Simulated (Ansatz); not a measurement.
```yaml
crystal:
  periodic: [false, false, false]
  atoms:
    - {symbol: Al, position_ang: [-0.938251, 0.267999, -1.037781]}
    - {symbol: Al, position_ang: [0.902329, -0.462941, 0.843769]}
    - {symbol: Cl, position_ang: [1.371818, 1.024951, 2.422510]}
    - {symbol: H, position_ang: [-1.343851, -0.758759, -2.293547]}
    - {symbol: Xx, position_ang: [-1.693714, 1.755030, -0.969616]}
    - {symbol: H, position_ang: [1.745874, -1.893585, 0.986155]}
basis:
  gaussian: {orbitals: def2-TZVP}
hamiltonian: {xc: {name: B97}}
scf: {lower_state_search: off}
```

```sh
$ ansatz run in.yaml --threads 2 --pin off --events-out ev --progress --plain --max-ram 4352MiB
```

(1) How does Ansatz answer? (An estimate is asked.)

## Answers

(1) The calculation gave: The program refused the input.
```
Error: YAML parse error: error: line 8 column 16: `Xx` is not an element symbol (H … Og, case-exact)
 6 |     - {symbol: Cl, position_ang: [1.371818, 1.024951, 2.422510]}
 7 |     - {symbol: H, position_ang: [-1.343851, -0.758759, -2.293547]}
 8 |     - {symbol: Xx, position_ang: [-1.693714, 1.755030, -0.969616]}
 9 |     - {symbol: H, position_ang: [1.745874, -1.893585, 0.986155]}
10 | basis:
```
